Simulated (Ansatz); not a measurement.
Results of LDA (plane waves, PAW; Ansatz, a first-principles code) for hcp Zn.

Settings: plane-wave cutoff 520 eV, 16×16×10 k mesh (along the axes of the cell as run), Fermi–Dirac smearing 0.1 eV, perturbation theory, force constants from a 4×4×2 q mesh, scalar-relativistic PAW data made under PBE.

Task: Give the computed zero-point energy.

Result: 
zero-point energy: 0.024 eV/atom
